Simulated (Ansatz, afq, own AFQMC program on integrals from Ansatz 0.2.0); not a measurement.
# Where AFQMC and coupled cluster stand for HClO, triplet

```xyz
3

Cl    0.0000    0.0000   -1.4100
H     0.0000    0.0000    0.2100
O     0.0000    0.0000    1.2000
```

Connectivity, by distances: Cl ··· O, 1 bridging H.

Basis cc-pVTZ. Noble-gas cores (and the filled d shells of Ga–Kr and In–Xe) are frozen. AFQMC by an in-house program on the Cholesky factors that Ansatz 0.2.0 writes for its CCSD(T) run. ph-AFQMC/CISD is guided by a CISD state made of CCSD amplitudes; releasing the constraint for a short imaginary time cuts its bias at the price of noise, slowly where states lie close. Error bars are statistical, one sigma.

Determinant: UHF, the one that the program's search chose, which needn't be the lowest solution. The geometry is a point of a scan.

No full CI on the walks' own integrals is used here; CCSDT(Q) serves as the reference and is uncertain by about the last step of the cluster series.

Cautions: lower spins were not checked; the released energies have errors that jump between times, so the bars are unsure, so no released level is given (meV from the phaseless value at times in 1/Eh: -11 ± 5 at 0.24, -19 ± 6 at 0.51, -3732 ± 3720 at 0.99, -13 ± 8 at 1.62, -24 ± 17 at 2.40), though the last usable value meets CCSDT(Q) within the noise.

The T1 diagnostic is 0.0147 and the weight of the determinant in the CISD state is 0.879. The ⟨S²⟩ of the determinant is 2.032 and the size of the correlated space is 14 electrons in 72 orbitals.

Reference: CCSDT(Q), correlation energy -11.473 eV.

```
        level  E − E(reference) (kcal/mol)  share of correlation (%)
           HF                       264.57                      0.00
          MP2                        31.56                     88.07
         CCSD                         9.25                     96.50
      CCSD(T)                         1.05                     99.60
        CCSDT                         0.34                     99.87
ph-AFQMC/CISD                  0.48 ± 0.14                     99.82
```

A walk keeps the symmetry of its determinant, which the program's search chose and which needn't be the lowest solution, so a lower state of the same spin and another symmetry isn't excluded.
